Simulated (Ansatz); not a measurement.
# CH2FSi with multiplicity 2: molecular dynamics

Purpose: to follow the molecule's vibrations and see whether its bonds hold. The start is relaxed first. Runs: 500 steps of 0.5 fs under a Nosé-Hoover thermostat at 500 K. SMILES of the start: [CH]=[SiH]F.

All numbers below are computed with Ansatz 0.2.0 (UHF/def2-SVP).

### 1 The starting structure

Bond lengths: C1–Si2 1.760 Å, Si2–F3 1.631 Å, C1–H4 1.091 Å, Si2–H5 1.444 Å. Angles: C1–Si2–F3 138.6°, C1–Si2–H5 123.8°, F3–Si2–H5 97.5°, Si2–C1–H4 120.3°.

Structure file:

```xyz
5

C    -0.8907   -1.0157   -0.1707
Si    0.3977    0.1491    0.1163
F     0.6561    1.7512   -0.0428
H    -1.8666   -0.6803   -0.5247
H     1.7035   -0.2043    0.6218
```

### 2 Preparing the start

Contents of input.yaml:

```yaml
crystal:
  periodic: [false, false, false]
  atoms:
    - { symbol: C, position_ang: [-0.89068, -1.01575, -0.17074] }
    - { symbol: Si, position_ang: [0.3977, 0.1491, 0.11633] }
    - { symbol: F, position_ang: [0.65609, 1.75124, -0.04275] }
    - { symbol: H, position_ang: [-1.86662, -0.68033, -0.52467] }
    - { symbol: H, position_ang: [1.70351, -0.20427, 0.62182] }
magnetization:
  spin_polarized: true
  initial_magnetization: 1
basis:
  gaussian: { orbitals: def2-SVP }
hamiltonian:
  xc: hf
relax:
  f_tol: 0.02
  max_steps: 40
```

Command:

```sh
> ansatz run input.yaml --threads 1 --pin off --max-ram 2048MiB --backend cpu --events-out ev --progress --plain --runs-dir out
```

Further steps of the session: The run.

What does the calculation give? Wanted: relaxation of the start; temperature, first and last step; temperature, second half; potential energy, second half; largest change of the conserved energy; bonds formed or broken.

As calculated:

| quantity | value |
| --- | --- |
| relaxation of the start | 10 moves, 0.885 eV lower |
| length | 500 steps of 0.5 fs |
| temperature, first and last step | 500 and 254 K |
| temperature, second half | mean 490 K, from 127 to 1024 K |
| potential energy, second half | +39 meV/atom from the start |
| largest change of the conserved energy | 1.06 meV/atom |
| bonds formed or broken | 0 |

What this shows: Against a set 500 K the second half averages 490 K with a spread of 207 K. The conserved energy strays from its start by at most 1.06 meV/atom, 2.9 % of the mean kinetic energy, fair for a step of 0.5 fs. The bonds all hold. A run of 250 fs with 5 atoms shows the motion but fixes no equilibrium value. The nuclei move classically, without zero-point motion, which matters most for hydrogen.
